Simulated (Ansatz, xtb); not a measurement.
**Isomers of BH5N2 in order of energy**

4 gas-phase structures of BH5N2, found in a search over its isomers (lower ones may exist). Each was relaxed with GFN2-xTB:

A. `[H]/N=[NH+]\[BH3-]`, a singlet
B. `BNN`, a singlet
C. `NBN`, a singlet
D. `[BH2-]1N[NH2+]1`, a singlet

Question: Which do you expect lowest at r2SCAN-D4/def2-SVP, and how would the others follow?

Answer: Calculated order at r2SCAN-D4/def2-SVP: C (0.0), B (61.6), D (77.2), A (90.4) kcal/mol.

Energies above the lowest of each column, in kcal/mol; the last columns are at B3LYP-D3(BJ)/def2-SVP geometries and were run for some of them only (a dash: not run or not comparable):

```csv
structure,GFN2-xTB,HF/STO-3G,r2SCAN-D4/def2-SVP,B3LYP-D3(BJ)/def2-SVP,CCSD(T)/def2-TZVPP
C,0.0,0.0,0.0,0.0,0.0
B,35.7,50.1,61.6,59.3,61.5
D,51.3,63.5,77.2,76.8,76.1
A,66.2,103.8,90.4,–,–
```

Every level run on C puts it lowest or level with the lowest. Some further structures that were screened fall inside this span and aren't listed. Flexible structures stand in one conformer each, not always the lowest. Frequencies (B3LYP-D3(BJ)/def2-SVP) were run for B, C, D alone.

Over these structures GFN2-xTB departs from r2SCAN-D4/def2-SVP by 9.5 kcal/mol on average once a common shift is removed. A GFN2-xTB relaxation took about 0.051 s and the r2SCAN-D4/def2-SVP energy about 1.4 s on a shared host (Ansatz 0.2.0, xtb 6.7.1).
